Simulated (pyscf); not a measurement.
H₃C–Al(OH)–OH (SMILES [CH3][Al]([OH])[OH]) + H₂O (SMILES O) → CH₄ (SMILES C) + HO–Al(OH)–OH (SMILES [OH][Al]([OH])[OH]), a four-centre exchange (singlet surface; Al–C, H–O broken, C–H, Al–O formed). Optimised with ωB97X-D3(BJ)/def2-SVP in PySCF. Energies in kcal/mol from the separated reactants.

AM1 to PM7: differences of heats of formation from MOPAC. 

**Question.** Quick PM3 single points give ΔE‡ = 17.9 kcal/mol and ΔE = -33.1 kcal/mol. What does ωB97M-D3(BJ)/def2-TZVP give, and how far is the quick result from it?

**Answer.** ωB97M-D3(BJ)/def2-TZVP gives ΔE‡ = -0.1 kcal/mol and ΔE = -33.3 kcal/mol. PM3 lies 18.0 kcal/mol over it in the barrier and 0.2 kcal/mol over it in the reaction energy, so on this step it does not hold to within 3.0 kcal/mol. ωB97M-D3(BJ)/def2-TZVP has limits of its own. On the reactant side the descent ends in an adduct with a Al–O contact, 20.9 kcal/mol under the separated species and 20.1 kcal/mol under the saddle at ωB97X-D3(BJ)/def2-TZVP. What is counted as formed (Al–O) is already present as a longer contact in the reactant adduct; forming that adduct is a step of its own. At the saddle there is also a short Al–H contact that neither side keeps. One saddle was located; it need not be the lowest between these sides.
